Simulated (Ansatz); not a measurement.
Base system: Al in the fcc (Cu type) structure (space group Fm-3m, No. 225; a = 4.040 Å).

Method: PBE (Ansatz, an electronic-structure program, PAW, no spin-orbit coupling), earlier PAW set.

Now apply this change: Cu takes the place of Al on all its sites, then cell and atoms are relaxed.

Measured lattice parameter a: Al 4.018 Å (static lattice; corrected from measurement; as listed in Daniel Mejia-Rodriguez, S. B. Trickey, Phys. Rev. B (2018)); Cu 3.595 Å (static lattice; corrected from measurement; as listed in Gábor I. Csonka et al., Physical Review B (2009)).

### Question
How well does PBE reproduce the measured shift?

### Answer
With PBE the lattice parameter a moves by -0.411 Å (4.040 → 3.629) against -0.423 Å measured.

Whether these cells are dynamically stable was not tested. All final runs are without spin polarisation.
